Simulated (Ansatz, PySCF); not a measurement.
Species: ethane, C2H6, net charge 0, singlet state. SMILES: CC
Geometry: optimised at B3LYP-D3(BJ)/def2-TZVP (Ansatz, a program for electronic structure).


Quantity: enthalpy of formation at 298 K (from the atomisation energy, B3LYP-D3(BJ)/def2-TZVP harmonic zero-point and thermal terms from PySCF, and the atoms' enthalpies of formation in the G2/97 table; no spin-orbit terms, and no core term in the frozen-core levels), in kcal/mol. Valence correlation only, unless marked. UHF or UKS for open shells. Spin-orbit coupling is left out. No relativistic terms. The coupled-cluster limit lacks core correlation, which all-electron functionals hold. CBS marks a two-point X^-3 extrapolation of the correlation energy; Hartree-Fock from the larger set. [CCSD(T)-MP2]/basis is that difference in the basis named.

Measured: -20.0 kcal/mol (Active Thermochemical Tables 1.112 (ions: stationary electron), as tabulated in the package chemicals); it holds spin-orbit and relativistic effects, which these rows lack, and core correlation, which the frozen-core levels lack.

```csv
level,program,enthalpy of formation at 298 K (kcal/mol),error against measurement
RI-HF/cc-pVQZ,Ansatz,141.3,161.3
RI-HF/def2-QZVPP,Ansatz,141.2,161.2
revPBE-D4/def2-TZVPD,Ansatz + dftd4,-12.8,7.2
revPBE/def2-TZVPD,Ansatz,-5.8,14.2
BP86-D3(BJ)/def2-TZVPD,PySCF + dftd3,-38.2,-18.2
PBE0-D4/def2-TZVP,Ansatz + dftd4,-19.8,0.2
RPA@PBE/cc-pVQZ,Ansatz,11.1,31.1
MP2/def2-TZVPPD,Ansatz,-7.4,12.6
"RI-MP2/CBS(cc-pVTZ,cc-pVQZ)",Ansatz,-20.0,0.0
"RI-MP2/CBS(def2-TZVPPD,def2-QZVPPD)",Ansatz,-19.6,0.4
SCS-MP2/aug-cc-pVTZ,Ansatz,-11.6,8.4
CCSD/aug-cc-pVDZ,Ansatz,24.9,44.9
CCSD/cc-pVDZ,Ansatz,27.9,47.9
CCSD(T) with core electrons/cc-pwCVTZ,Ansatz,-8.9,11.1
"RI-MP2/CBS(def2-TZVPPD,def2-QZVPPD)+[CCSD(T)-MP2]/def2-TZVPPD",Ansatz,-19.5,0.5
```
